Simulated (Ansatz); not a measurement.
Results of PBE-D3(BJ) (plane waves, PAW; Ansatz, an electronic-structure program) for body-centred tetragonal In.

The input as run:

Ansatz 0.2 input:
```yaml
crystal:
  lattice:
    - [-1.601307403, 1.601307403, 2.4395441602]
    - [1.601307403, -1.601307403, 2.4395441602]
    - [1.601307403, 1.601307403, -2.4395441602]
  atoms:
    - { symbol: In, position: [0.0, 0.0, 0.0] }
basis:
  ecutwfc: 520
  ecutrho_ratio: 4
  xc_grid: 2
kpoints:
  mp_grid: { grid: [24, 24, 24] }
hamiltonian:
  xc: pbe
  dispersion: d3bj
  pseudopotentials: { kind: paw }
scf:
  occupations: { method: fermi_dirac, width: 0.05 }
output:
  forces: false
  stress: true
  eigenvalues: true
relax:
  f_tol: 0.004
  escape_saddle: false
  max_steps: 80
  cell: { stress_tol: 0.02, fix: [volume] }
```

The run printed, among other lines:

```
Relaxation: its limit of steps is 80 (relax.max_steps)
Crystal: 1 atoms, lattice volume = 25.022 Å³
Basis set: ecut = 520 eV, 641 PW (Γ), exchange–correlation on 50×50×50 points (8 copies of the dense FFT grid, shifted against one another)
Bands: 11, of which v1, the nominal top of the filled ones, is band 7 counted from 1 (6 counted from 0)
Symmetry: 16 space group operations
Space group: I4/mmm (ITA 139), of the structure as read, at distance tolerance 2.9e-5 Å
k-points: 1063 of 13824
Functional: x = pbe(κ = 0.804, μ = 0.2195149727645171), c = pbe(β = 0.06672455060314922)
SCF iter   1: F=—  HF=-5598.174252 eV  |F-HF|=—  |Δ(HF+E_count)|=         —  Δρ=8.20e-4  dr2=1.42e-4
SCF iter   2: F=—  HF=-5598.173855 eV  |F-HF|=—  |Δ(HF+E_count)|=   3.97e-4  Δρ=5.27e-4  dr2=6.81e-5
  ...
SCF 1 converged in 7 iterations: F = -5598.173870 eV  dr2 = 1.26e-8
Crystal: 1 atoms, lattice volume = 25.022 Å³
Initial density: handed on by an earlier stage of this run
SCF 2 converged in 3 iterations: F = -5598.173872 eV  dr2 = 3.66e-10
Crystal: 1 atoms, lattice volume = 25.022 Å³
SCF 3 converged in 3 iterations: F = -5598.173874 eV  dr2 = 1.59e-10
Crystal: 1 atoms, lattice volume = 25.022 Å³
SCF iter   3: F=—  HF=-5598.173874 eV  |F-HF|=—  |Δ(HF+E_count)|=  7.28e-12  Δρ=1.47e-7  dr2=2.78e-12
SCF iter   4: F=-5598.173874 eV  HF=-5598.173874 eV  |F-HF|=9.09e-13  |Δ(HF+E_count)|=  1.27e-11  Δρ=5.43e-9  dr2=4.39e-15
SCF 4 converged in 4 iterations: F = -5598.173874 eV  dr2 = 4.39e-15
SCF converged after 4 iterations
Free energy (F): -5598.173874 eV
Internal energy: -5598.170973 eV  (E = F + TS)
E sigma→0 (E₀):  -5598.172424 eV
Fermi energy:    10.919855 eV
--- Forces (eV/Å), atoms counted from 1 ---
  atom   1  In     0.00000000     0.00000000     0.00000000
--- Stress (GPa, compression-positive) ---
        1.873348       0.000000       0.000000
        0.000000       1.873348       0.000000
       -0.000000      -0.000000       1.872425
  P = ⅓ Tr σ = 1.8730 GPa (18.730 kbar)
```

The cell is one volume of an energy–volume scan, off the minimum.

It cost about 120 core-seconds (a rough figure) of CPU time.
